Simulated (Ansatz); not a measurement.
## AlGeH₄⁺ (H-bridged), triplet: the ladder up to UCCSDT(Q)

Geometry: that of the AlGeH4 (H-bridged), doublet, kept fixed. The singlet lies 2.5 eV lower here.

```yaml
atoms:
  - { symbol: Ge, position_ang: [0.0000, 0.0000, 0.7847] }
  - { symbol: Al, position_ang: [0.0000, 0.0000, -1.8784] }
  - { symbol: H, position_ang: [-1.1260, 0.0000, -0.5236] }
  - { symbol: H, position_ang: [1.1260, 0.0000, -0.5236] }
  - { symbol: H, position_ang: [0.0000, -1.4027, -2.6096] }
  - { symbol: H, position_ang: [0.0000, 1.4027, -2.6096] }
```

Basis cc-pVDZ; Ansatz 0.2.0. Only valence electrons are correlated (noble-gas cores and the filled d shells of p-block atoms frozen), which leaves 10 electrons in 46 orbitals. R marks a restricted (for open shells ROHF) determinant, U an unrestricted one. Active spaces: frontier = (10e, 10o) about the gap. No spin–orbit coupling is included, and no scalar relativity.

Full CI isn't at hand for all of this; UCCSDT(Q) serves as the reference, and is uncertain by about the last step of the cluster series. The frozen core follows each run's orbitals, which can shift R against U totals by a few meV for light atoms and by up to 0.1 eV past Ca.

The UHF ⟨S²⟩ is 2.009 and the T1 diagnostic (RCCSD) is 0.0354. The largest doubles amplitude (RCCSD) is 0.042 and the T1 diagnostic (UCCSD) is 0.0287.

| level | E − E(RHF) (eV) |
| --- | --- |
| UHF | -0.0739 |
| UMP2 | -3.6799 |
| UCCSD | -4.7782 |
| UCCSD(T) | -4.9099 |

(1) Estimate how far UCCSDT(Q) in cc-pVDZ lies from UCCSD(T). The table doesn't fix it; the size of (T) and the diagnostics are the guide.

(1) UCCSDT(Q) in cc-pVDZ lies 1.07 kcal/mol below UCCSD(T), which is 35 % of the (T) step (-3.04 kcal/mol). T1 is raised, and the rest is a large part of (T). The miss exceeds 1 kcal/mol.

The other levels:

```csv
level,E − E(UCCSDT(Q)) (kcal/mol),share of correlation (%),wall time
UCCSDT,0.13,99.88,–
```

The correlation energy at UCCSDT(Q), counted from RHF, is -4.956 eV. That run took 62 s on 1 thread of Arm Neoverse V1, shared host.

Run but not shown, since their state or frozen core can't be matched to the reference's or they repeat it: RHF, RMP2, CISD, RCCSD, RCCSD(T), BCCD(T), RCCSDT, RCCSDT(Q), CASSCF (frontier space), NEVPT2 (frontier space).

Times hold each run's SCF and search for its determinant on a shared host, so for small cases they say little of a method's own cost; they ran on 1 thread of Arm Neoverse V1.
